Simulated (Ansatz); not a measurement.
Li₃H⁻. Charge -1, multiplicity 2. Geometry relaxed at PBE0-D4/def2-TZVPD.

Cartesian coordinates in Å:
```
Li -0.517 -2.060 1.047
Li -1.133 0.814 0.108
Li 1.313 -0.096 -0.473
H 0.337 1.343 -0.683
```

The structure comes from a short search, and lower isomers may exist.

(1) Estimate the harmonic wavenumbers at UKS PBE0-D4/def2-TZVPD (Ansatz, unscaled). Is this a minimum?

Results:

(1) 123, 238, 322, 352, 903, 1016 cm⁻¹. Yes, no mode is imaginary beyond noise. Zero-point energy 17.7 kJ/mol. It took 8.5 s on 4 threads of Arm Neoverse V1 on a shared host.
